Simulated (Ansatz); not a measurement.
BClH₂S, SMILES `SBCl`, 5 atoms. Charge 0, multiplicity 1. All runs use 2 threads of a server CPU on a shared host. Correlated methods freeze the cores. Open-shell runs search over several starts.

**Question.** Give the basis size and wall time and peak host memory of each of these runs in Ansatz. UKS B3LYP-D4/def2-TZVPP energy of the cation; RKS PBE0-D4/def2-TZVP frequencies; UHF-CCSD(T)/def2-TZVPP energy of the cation; UKS PBE-D4/def2-TZVPP energy of the cation; RKS B3LYP-D4/def2-TZVPP energy and forces; UKS ωB97X-V/def2-TZVPP energy of the cation; RHF-CCSD(T)/def2-QZVPP energy; direct RPA on PBE orbitals/def2-TZVPP energy; UKS B2PLYP (frozen core)/def2-TZVPP energy of the cation; UHF-MP2/def2-QZVPP energy of the cation; RKS B97M-V/def2-TZVPP energy; RKS PBE0-D4/def2-TZVP relaxation (4 steps). (An estimate is asked.)

**Answer.** The calculation gave: Other jobs shared the machine, so times are rough.

```tsv
level	job	functions	wall time	peak host memory (GiB)
direct RPA on PBE orbitals/def2-TZVPP	energy	143	1.7 s	0.2
RKS B3LYP-D4/def2-TZVPP	energy and forces	143	1.7 s	0.27
RKS B97M-V/def2-TZVPP	energy	143	3.8 s	0.21
UKS B2PLYP (frozen core)/def2-TZVPP	energy of the cation	143	4.3 s	0.3
RKS PBE0-D4/def2-TZVP	relaxation (4 steps)	117	7 s	0.21
UKS PBE-D4/def2-TZVPP	energy of the cation	143	7 s	0.29
UKS B3LYP-D4/def2-TZVPP	energy of the cation	143	8.5 s	0.49
UHF-MP2/def2-QZVPP	energy of the cation	257	15 s	0.78
UKS ωB97X-V/def2-TZVPP	energy of the cation	143	16 s	0.58
RKS PBE0-D4/def2-TZVP	frequencies	117	26 s	0.22
UHF-CCSD(T)/def2-TZVPP	energy of the cation	143	27 s	1.7
RHF-CCSD(T)/def2-QZVPP	energy	257	5.5 min	2.1
```

B3LYP here is the variant with VWN-RPA as its local correlation; programs differ in this.
